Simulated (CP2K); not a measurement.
**Si2H6O (disiloxane): revPBE-D3(BJ)/TZV2P-MOLOPT-PBE-GTH (core potential), part 1 of 2**

What is the energy change on altering one bond length of Si2H6O (disiloxane) at revPBE-D3(BJ)/TZV2P-MOLOPT-PBE-GTH (core potential)? 

The results are computed with CP2K 2026.2.

**1. The system as given**

Si2H6O: 9 atoms, total charge 0, spin state singlet. As SMILES, `[SiH3]O[SiH3]`. The shape is that of a PBE0-D4/def2-TZVP optimisation.

Bond lengths: Si1–O2 1.634 Å, O2–Si3 1.634 Å, Si1–H4 1.487 Å, Si1–H5 1.483 Å, Si1–H6 1.487 Å, Si3–H7 1.483 Å, Si3–H8 1.486 Å, Si3–H9 1.487 Å. Some angles: Si1–O2–Si3 147.2°, O2–Si1–H4 110.2°, O2–Si1–H5 108.3°, O2–Si1–H6 110.2°, O2–Si3–H7 108.3°, O2–Si3–H8 110.2°, O2–Si3–H9 110.2°, H4–Si1–H5 109.6°, H4–Si1–H6 109.0°, H5–Si1–H6 109.6°.

**2. A single-point energy at revPBE-D3(BJ)/TZV2P-MOLOPT-PBE-GTH (core potential)**

mol.inp reads:

```
&GLOBAL
    PROJECT_NAME mol
    RUN_TYPE ENERGY
    PRINT_LEVEL MEDIUM
&END GLOBAL
&FORCE_EVAL
    METHOD QUICKSTEP
    &DFT
        BASIS_SET_FILE_NAME BASIS_MOLOPT_UZH
        POTENTIAL_FILE_NAME POTENTIAL_UZH
        &QS
            METHOD GPW
            EPS_DEFAULT 1.0E-10
        &END QS
        &MGRID
            CUTOFF 400
            REL_CUTOFF 50
            NGRIDS 4
        &END MGRID
        &POISSON
            PERIODIC NONE
            POISSON_SOLVER MULTIPOLE
        &END POISSON
        &SCF
            SCF_GUESS ATOMIC
            EPS_SCF 1.0E-06
            MAX_SCF 80
            ADDED_MOS 3
            &DIAGONALIZATION
                ALGORITHM STANDARD
            &END DIAGONALIZATION
            &MIXING
                METHOD DIRECT_P_MIXING
                ALPHA 0.4
            &END MIXING
        &END SCF
        &XC
            &XC_FUNCTIONAL
                &PBE
                    PARAMETRIZATION REVPBE
                &END PBE
            &END XC_FUNCTIONAL
            &VDW_POTENTIAL
                POTENTIAL_TYPE PAIR_POTENTIAL
                &PAIR_POTENTIAL
                    TYPE DFTD3(BJ)
                    PARAMETER_FILE_NAME dftd3.dat
                    REFERENCE_FUNCTIONAL revPBE
                    R_CUTOFF 15
                &END PAIR_POTENTIAL
            &END VDW_POTENTIAL
        &END XC
        &PRINT
            &MOMENTS
                PERIODIC F
                REFERENCE COM
                MAX_MOMENT 1
            &END MOMENTS
            &MO ON
                ENERGIES T
                OCCUPATION_NUMBERS T
                NDIGITS 6
                &EACH
                    QS_SCF 0
                &END EACH
                ADD_LAST NUMERIC
            &END MO
            &HIRSHFELD OFF
            &END HIRSHFELD
        &END PRINT
    &END DFT
    &SUBSYS
        &CELL
            ABC 11 11.2 11.2
            PERIODIC NONE
        &END CELL
        &COORD
            Si     4.571210     6.819080     4.546135
            O      5.707050     5.857410     5.220275
            Si     6.057070     4.727610     6.347405
            H      3.494230     5.993000     3.939995
            H      5.220860     7.638840     3.495435
            H      3.975330     7.709180     5.576985
            H      7.505770     4.423290     6.265665
            H      5.272190     3.490820     6.094435
            H      5.729790     5.238550     7.704565
        &END COORD
        &KIND Si
            BASIS_SET TZV2P-MOLOPT-PBE-GTH-q4
            POTENTIAL GTH-PBE-q4
        &END KIND
        &KIND O
            BASIS_SET TZV2P-MOLOPT-PBE-GTH-q6
            POTENTIAL GTH-PBE-q6
        &END KIND
        &KIND H
            BASIS_SET TZV2P-MOLOPT-PBE-GTH-q1
            POTENTIAL GTH-PBE-q1
        &END KIND
    &END SUBSYS
&END FORCE_EVAL
```

Launch:

```sh
$ OMP_NUM_THREADS=1 cp2k.psmp mol.inp > mol.out
```

Output:

```text
CP2K| version string:                                       CP2K version 2026.2
 CP2K| Input file name                                                   mol.inp

 GLOBAL| Basis set file name                                    BASIS_MOLOPT_UZH
 GLOBAL| Potential file name                                       POTENTIAL_UZH
 GLOBAL| Coordinate file name                                      __STD_INPUT__
 GLOBAL| Method name                                                        CP2K
 GLOBAL| Project name                                                        mol
 GLOBAL| Run type                                                         ENERGY
 GLOBAL| FFT library                                                       FFTW3
 GLOBAL| Diagonalization library                                       ScaLAPACK
 GLOBAL| Global print level                                               MEDIUM
 GLOBAL| Total number of message passing processes                             1
 GLOBAL| Number of threads for this process                                    1
 GLOBAL| CPU model name                                                  UNKNOWN

 CELL| Volume [angstrom^3]:                                          1379.840000
 CELL| Vector a [angstrom]:      11.000     0.000     0.000   |a| =    11.000000
 CELL| Vector b [angstrom]:       0.000    11.200     0.000   |b| =    11.200000
 CELL| Vector c [angstrom]:       0.000     0.000    11.200   |c| =    11.200000
 CELL| Angle (b,c), alpha [degree]:                                    90.000000
 CELL| Angle (a,c), beta  [degree]:                                    90.000000
 CELL| Angle (a,b), gamma [degree]:                                    90.000000
 CELL| Numerically orthorhombic:                                             YES
 CELL| Periodicity                                                          NONE

 GENERATE|  Preliminary Number of Bonds generated:                             0
 GENERATE|  Achieved consistency in connectivity generation.

 PW_GRID| Information for grid number                                          1
 PW_GRID| Cutoff [a.u.]                                                     25.4
 PW_GRID| spherical cutoff:                                                   NO
 PW_GRID|   Bounds   1              0      49                Points:          50
 PW_GRID|   Bounds   2              0      49                Points:          50
 PW_GRID|   Bounds   3              0      49                Points:          50
 PW_GRID| Volume element (a.u.^3)  0.7449E-01     Volume (a.u.^3)      9311.6220
 PW_GRID| Grid span                                                    HALFSPACE

 DFT| Spin restricted Kohn-Sham (RKS) calculation                            RKS
 DFT| Multiplicity                                                             1
 DFT| Number of spin states                                                    1
 DFT| Charge                                                                   0
 DFT| Self-interaction correction (SIC)                                       NO
 DFT| Cutoffs: density                                              1.000000E-10
 DFT|          gradient                                             1.000000E-10
 DFT|          tau                                                  1.000000E-10
 DFT|          cutoff_smoothing_range                               0.000000E+00
 DFT| XC density smoothing                                                  NONE
 DFT| XC derivatives                                                          PW

 FUNCTIONAL| PBE:

 vdW POTENTIAL|                                                   Pair Potential
 vdW POTENTIAL|          DFT-D3 (Version 3.1)
 vdW POTENTIAL|          Potential Form: S. Grimme et al, JCP 132: 154104 (2010)
 vdW POTENTIAL|          BJ Damping: S. Grimme et al, JCC 32: 1456 (2011)
 vdW POTENTIAL|          Cutoff Radius [Bohr]:                             28.35
 vdW POTENTIAL|          s6 Scaling Factor:                               1.0000
 vdW POTENTIAL|          a1 Damping Factor:                               0.5238
 vdW POTENTIAL|          s8 Scaling Factor:                               2.3550
 vdW POTENTIAL|          a2 Damping Factor:                               3.5016
 vdW POTENTIAL|          Cutoff for CN calculation:                   0.1000E-05

 QS| Method:                                                                 GPW
 QS| Density plane wave grid type                        NON-SPHERICAL FULLSPACE
 QS| Number of grid levels:                                                    4
 QS| Density cutoff [a.u.]:                                                200.0
 QS| Multi grid cutoff [a.u.]: 1) grid level                               200.0
 QS|                           2) grid level                                66.7
 QS|                           3) grid level                                22.2
 QS|                           4) grid level                                 7.4
 QS| Grid level progression factor:                                          3.0
 QS| Relative density cutoff [a.u.]:                                        25.0
 QS| Interaction thresholds: eps_pgf_orb:                                1.0E-05
 QS|                         eps_filter_matrix:                          0.0E+00
 QS|                         eps_core_charge:                            1.0E-12
 QS|                         eps_rho_gspace:                             1.0E-10
 QS|                         eps_rho_rspace:                             1.0E-10
 QS|                         eps_gvg_rspace:                             1.0E-05
 QS|                         eps_ppl:                                    1.0E-02
[... 139 lines left out ...]
  Step     Update method      Time    Convergence         Total energy    Change
  ------------------------------------------------------------------------------
  Decoupling Energy:                                               0.0000064762
     1 P_Mix/Diag. 0.40E+00    1.5     0.72542503       -27.0066511787 -2.70E+01
  Decoupling Energy:                                               0.0000035457
     2 P_Mix/Diag. 0.40E+00    1.6     0.41354829       -27.2294560990 -2.23E-01
  Decoupling Energy:                                               0.0000020977
     3 P_Mix/Diag. 0.40E+00    1.6     0.24645025       -27.3564634654 -1.27E-01
  Decoupling Energy:                                               0.0000021050
     4 P_Mix/Diag. 0.40E+00    1.6     0.14684149       -27.4306664621 -7.42E-02
  Decoupling Energy:                                               0.0000020867
     5 P_Mix/Diag. 0.40E+00    1.6     0.08796431       -27.4747571768 -4.41E-02
  Decoupling Energy:                                               0.0000021569
     6 DIIS/Diag.  0.26E-02    1.6     0.05265471       -27.5011423389 -2.64E-02
  Decoupling Energy:                                               0.0000022158
     7 DIIS/Diag.  0.57E-03    1.6     0.00169552       -27.5407386985 -3.96E-02
  Decoupling Energy:                                               0.0000022229
     8 DIIS/Diag.  0.42E-03    1.6     0.00142377       -27.5407394092 -7.11E-07
  Decoupling Energy:                                               0.0000022226
     9 DIIS/Diag.  0.43E-03    1.5     0.00099305       -27.5407393621  4.71E-08
  Decoupling Energy:                                               0.0000022174
    10 DIIS/Diag.  0.23E-03    1.6     0.00029089       -27.5407396003 -2.38E-07
  Decoupling Energy:                                               0.0000022210
    11 DIIS/Diag.  0.95E-05    1.6     0.00000486       -27.5407396736 -7.33E-08
  Decoupling Energy:                                               0.0000022209
    12 DIIS/Diag.  0.11E-04    1.6     0.00000274       -27.5407396736 -2.98E-12
  Decoupling Energy:                                               0.0000022209
    13 DIIS/Diag.  0.46E-06    1.6     0.00000019       -27.5407396736 -3.25E-11

  *** SCF run converged in    13 steps ***

  Electronic density on regular grids:        -19.9999999994        0.0000000006
  Core density on regular grids:               19.9999999979       -0.0000000021
  Total charge density on r-space grids:       -0.0000000014
  Total charge density g-space grids:          -0.0000000014

  Overlap energy of the core charge distribution:               0.00000006864414
  Self energy of the core charge distribution:                -70.49628098791032
  Core Hamiltonian energy:                                     19.44676167435804
  Hartree energy:                                              31.68946922662807
  Exchange-correlation energy:                                 -8.16652740714904
  Dispersion energy:                                           -0.01416224816714

  Total energy:                                               -27.54073967359625

 MO| EIGENVALUES AND OCCUPATION NUMBERS
 MO|
 MO|  Index      Eigenvalue [a.u.]        Eigenvalue [eV]             Occupation
 MO|      1              -0.915976             -24.924984               2.000000
 MO|      2              -0.541594             -14.737516               2.000000
 MO|      3              -0.457589             -12.451639               2.000000
[... 9 lines of this table left out ...]
 MO|     13               0.017993               0.489602               0.000000
 MO| Sum:                                                              20.000000
 MO| E(Fermi):           -0.268303 a.u.         -7.300907 eV
 MO| Band gap:            0.229606 a.u.          6.247898 eV

 !-----------------------------------------------------------------------------!
                     Mulliken Population Analysis

 #  Atom  Element  Kind  Atomic population                           Net charge
       1     Si       1          3.466119                              0.533881
       2     O        2          6.541979                             -0.541979
       3     Si       1          3.466072                              0.533928
[... 5 lines of this table left out ...]
       9     H        3          1.090120                             -0.090120
 # Total charge                             20.000000                  0.000000

 !-----------------------------------------------------------------------------!

 ELECTRIC/MAGNETIC MOMENTS
  Reference Point [Bohr]             10.17742360     10.93897067     10.21500841
  Charges
    Electronic=    -20.00000000    Core=    20.00000000    Total=     0.00000000
  Dipoles are based on the traditional operator.
  Dipole moment [Debye]
    X= -0.2158000E+00 Y= -0.4749259E-01 Z=  0.1281783E+00  Total=      0.2554503

 ENERGY| Total FORCE_EVAL ( QS ) energy [hartree]            -27.540739673596249

 MEMORY| Estimated peak process memory [MiB]                                 978

 -------------------------------------------------------------------------------
 ----                             MULTIGRID INFO                            ----
 -------------------------------------------------------------------------------
 count for grid        1:          21132          cutoff [a.u.]          200.00
 count for grid        2:          15003          cutoff [a.u.]           66.67
 count for grid        3:          10709          cutoff [a.u.]           22.22
 count for grid        4:           3773          cutoff [a.u.]            7.41
 total gridlevel count  :          50617

 -------------------------------------------------------------------------------
 -                                                                             -
 -                                T I M I N G                                  -
 -                                                                             -
 -------------------------------------------------------------------------------
 SUBROUTINE                       CALLS  ASD         SELF TIME        TOTAL TIME
                                MAXIMUM       AVERAGE  MAXIMUM  AVERAGE  MAXIMUM
 CP2K                                 1  1.0    0.148    0.148   22.231   22.231
 qs_energies                          1  2.0    0.000    0.000   21.623   21.623
 scf_env_do_scf                       1  3.0    0.000    0.000   21.187   21.187
 scf_env_do_scf_inner_loop           13  4.0    0.001    0.001   21.187   21.187
 qs_ks_update_qs_env                 13  5.0    0.000    0.000   18.200   18.200
 rebuild_ks_matrix                   13  6.0    0.000    0.000   18.199   18.199
 qs_ks_build_kohn_sham_matrix        13  7.0    0.001    0.001   18.199   18.199
 qs_vxc_create                       13  8.0    0.000    0.000   14.406   14.406
 xc_vxc_pw_create                    13  9.0    0.139    0.139   14.406   14.406
 fft_wrap_pw1pw2                    227 10.3    0.003    0.003   12.301   12.301
 fft_wrap_pw1pw2_200                146 11.7    1.564    1.564   11.975   11.975
 xc_rho_set_and_dset_create          13 10.0    0.103    0.103    9.148    9.148
 xc_pw_derive                        78 11.0    0.001    0.001    6.933    6.933
 fft3d_s                            228 12.2    6.484    6.484    6.488    6.488
 xc_functional_eval                  13 11.0    0.000    0.000    6.141    6.141
 -------------------------------------------------------------------------------

 -------------------------------------------------------------------------------
```

Wall time 23 s (1 thread of Arm Neoverse V2, shared host); peak memory 0.99 GiB.

(Continued in part 2 of 2.)
